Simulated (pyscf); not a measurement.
Optimised with ωB97X-D3(BJ)/def2-SVP in PySCF. MP2 and CC: frozen core, UHF for open shells. ΔMP2 is the change of the MP2 total energy from the triple- to the quadruple-zeta basis.

For H₂B–Cl + NH₃ -> H₂B–NH₂ + HCl, a four-centre exchange (singlet surface; B–Cl, H–N broken, B–N, Cl–H formed), PBE/def2-TZVP gives ΔE‡ = -0.12 eV and ΔE = -0.54 eV (zero: the separated reactants). In which direction and how far do r²SCAN/def2-TZVP, ωB97M-D3(BJ)/def2-TZVP, CCSD(T)/def2-TZVPP + ΔMP2(QZVPP) move these?

r²SCAN: ΔE‡ = -0.08 eV, ΔE = -0.52 eV; ωB97M-D3(BJ): ΔE‡ = 0.07 eV, ΔE = -0.55 eV; CCSD(T): ΔE‡ = 0.17 eV, ΔE = -0.51 eV. PBE's barrier lies under all of them, by 0.03 to 0.29 eV. Its reaction energy lies among theirs. On the reactant side the descent ends in an adduct with a B–N contact, 1.24 eV under the separated species and 1.33 eV under the saddle at ωB97X-D3(BJ)/def2-TZVP. At PBE, r²SCAN the saddle lies under the separated reactants, which points to a path from their complex (located at ωB97X-D3(BJ) alone). What is counted as formed (B–N) is already present as a longer contact in the reactant adduct; forming that adduct is a step of its own. This is the saddle that the search found; another between the same sides may lie lower. The CCSD(T) − MP2 part came from Ansatz, without density fitting, on the same reference.
